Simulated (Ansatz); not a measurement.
For BiOCl (P4/nmm, No. 129), LDA (PAW; Ansatz, a first-principles code) gives:

```
Property                        Value
---------------------  --------------
lattice constant a            3.851 Å
c axis length                 7.170 Å
enthalpy of formation  -1.542 eV/atom
```

Task: What does r²SCAN-D4 (PAW; Ansatz) give for the same quantities?

Result: 
- lattice constant a: 3.889 Å (increases by 1.0 %)
- lattice parameter c: 7.431 Å (increases by 3.6 %)
- formation enthalpy: -1.479 eV/atom (moves by +0.063 eV/atom)

For comparison: formation enthalpy -1.268 eV/atom (measured, 298 K, copied from a table, unchecked, not corrected to a static lattice; as tabulated in the CRC Handbook).

Changes are worked out from the printed values.

Unless a cell is named, each level is at its own relaxed cell (LDA 17.72, r²SCAN-D4 18.73 Å³/atom).

Levels without +SOC leave out spin–orbit coupling, which shifts energies and cells of such heavy elements.

Ansatz's density-functional and Hartree–Fock values are scalar-relativistic unless marked +SOC, with PAW data made under PBE.
